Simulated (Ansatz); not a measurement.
Cost and result for the atomization energy of C6H12, SMILES `C/C=C/C(C)C` (18 atoms, 17 bonds).

```xyz
18

C     2.038   -1.928    0.431
C     0.974   -1.055   -0.141
C     0.039   -0.439    0.572
C    -1.045    0.461    0.060
C    -0.961    1.821    0.752
C    -1.056    0.619   -1.450
H     1.984   -2.941    0.018
H     3.035   -1.546    0.189
H     1.955   -2.000    1.517
H     0.985   -0.932   -1.222
H     0.047   -0.575    1.655
H    -2.002    0.007    0.358
H    -0.035    2.333    0.477
H    -0.975    1.717    1.839
H    -1.800    2.459    0.463
H    -1.166   -0.342   -1.957
H    -0.131    1.084   -1.803
H    -1.886    1.259   -1.760
```

Total charge 0; spin multiplicity 1. The structure was optimised at the PBE0-D4/def2-TZVP level. It is one conformer, not always the lowest. Program: Ansatz. All runs use 2 threads of an AMD EPYC 7R13 on a shared host and a share of an NVIDIA H100 80 GB. Times are those of one run each, without the atoms' runs, and a repeat can differ threefold. Electronic energies, without spin–orbit coupling; frozen cores. CCSD(T)/CBS adds CCSD(T) − MP2 in def2-TZVPP to the MP2 limit, and its time is that of the two runs behind it. T1 = 0.009. B3LYP takes the VWN-RPA correlation (the form of Gaussian; ORCA's B3LYP/G).

CCSD(T)/CBS is a level of theory with its own doubt, some kJ/mol a heavy atom from the limit and from the frozen cores, so smaller differences don't rank the functionals.

```csv
level,functions,wall time
PBE0-D4/def2-TZVPP,354,11 s
PBE-D4/def2-TZVPP (with forces),354,12 s
B2PLYP/def2-TZVPP,354,14 s
r2SCAN-D4/def2-TZVPP (with forces),354,15 s
B3LYP-D4/def2-TZVPP (with forces),354,15 s
ωB97M-V/def2-TZVPP (with forces),354,17 s
MP2/def2-QZVPP,702,18 s
ωB97X-V/def2-TZVPP,354,20 s
CCSD(T)/def2-TZVPP,354,24 s
CCSD(T)/CBS(def2),–,42 s
```

(1) What atomization energy does each give, and how far from CCSD(T)/CBS? (Best estimate.)

## Answers

(1) Computed: 
| level | atomization (kJ/mol) | difference from CCSD(T)/CBS | per bond |
| --- | --- | --- | --- |
| PBE0-D4/def2-TZVPP | 7366.6 | 62.1 | 3.7 |
| PBE-D4/def2-TZVPP (with forces) | 7448.6 | 144.1 | 8.5 |
| B2PLYP/def2-TZVPP | 7246.7 | -57.8 | -3.4 |
| r2SCAN-D4/def2-TZVPP (with forces) | 7325.9 | 21.4 | 1.3 |
| B3LYP-D4/def2-TZVPP (with forces) | 7320.0 | 15.5 | 0.9 |
| ωB97M-V/def2-TZVPP (with forces) | 7325.5 | 21.0 | 1.2 |
| MP2/def2-QZVPP | 7312.8 | 8.3 | 0.5 |
| ωB97X-V/def2-TZVPP | 7310.5 | 6.0 | 0.4 |
| CCSD(T)/def2-TZVPP | 7157.0 | -147.5 | -8.7 |
| CCSD(T)/CBS(def2) | 7304.5 | 0.0 | 0.0 |

The D4 term adds +54.3 kJ/mol with B3LYP and +28.9 kJ/mol with PBE0; it sums over pairs of atoms, weighted by their polarisabilities, and B3LYP, whose exchange is more repulsive, gets the larger term. From PBE to PBE0 (25 % exact exchange), in def2-TZVPP and without D4, the atomization energy moves by −76.6 kJ/mol: exact exchange takes away binding that semilocal exchange gives to molecules. In def2-TZVPP, CCSD(T) changes the Hartree–Fock value by +1604.0 kJ/mol (the triples alone add +87.4 kJ/mol) and MP2 by +1673.4 kJ/mol; breaking electron pairs costs correlation energy, which Hartree–Fock lacks.
